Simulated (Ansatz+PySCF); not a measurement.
## doublet CHO: levels of theory in one basis

```tsv
atom	x (Å)	y (Å)	z (Å)
C	0.0623	0.5842	0.0000
O	0.0623	-0.5901	0.0000
H	-0.8720	1.2152	0.0000
```

Basis set: cc-pVTZ (spherical functions). Left uncorrelated: 2 orbitals. Correlation on ROHF uses semicanonical orbitals with singles. Charge 0, multiplicity 2.

Computed with Ansatz (development build ahead of 0.2.0) and PySCF 2.14.0; each method stands on the lowest determinant of its kind that the runs found.

```csv
method,E − E(ROHF) (eV),<S²> of the determinant
ROHF,0.00,0.75
UHF,-0.15,0.77
ROHF-MP2,-10.20,–
UHF-MP2,-10.15,0.77
ROHF-CCSD(T),-10.81,–
UHF-CCSD(T),-10.80,0.77
```

Problem. What does UHF-CCSD give on the same scale?

Solution. -10.34 eV.
